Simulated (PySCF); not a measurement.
Molecule: C$_{3}$H$_{4}$, charge 1, multiplicity 2. SMILES of the parent species: C#CC
Coordinates optimised at B3LYP-D3(BJ)/def2-TZVP (Ansatz):
```xyz
7

C     -1.2082    -0.1470    -0.1356
C      0.1823     0.0036     0.0292
C      1.4078     0.1586     0.1639
H     -1.4579    -0.9690    -0.8144
H     -1.5649     0.7836    -0.6354
H     -1.7356    -0.1960     0.8228
H      2.4675     0.2901     0.2816
```
Charge +1, spin multiplicity 2.

Dispersion corrections to the total energy (kcal/mol) from the dftd3 and dftd4 libraries through PySCF: D3(BJ) without and D4 with the three-body term, each with the damping fitted for the functional named.

| functional | D3(BJ) | D4 |
|---|---|---|
| B2GP-PLYP | -1.16 | [?] |
| CAM-B3LYP | -1.51 | -1.18 |
| HF | -19.89 | -5.89 |
| HSE06 | [?] | -1.09 |
| BP86 | -3.14 | -1.84 |
| revPBE | -5.63 | -5.28 |
| TPSS | -2.60 | [?] |

Problem. Fill in the missing entries.

Solution. 
- B2GP-PLYP, D4: -0.58
- HSE06, D3(BJ): -1.25
- TPSS, D4: -1.95
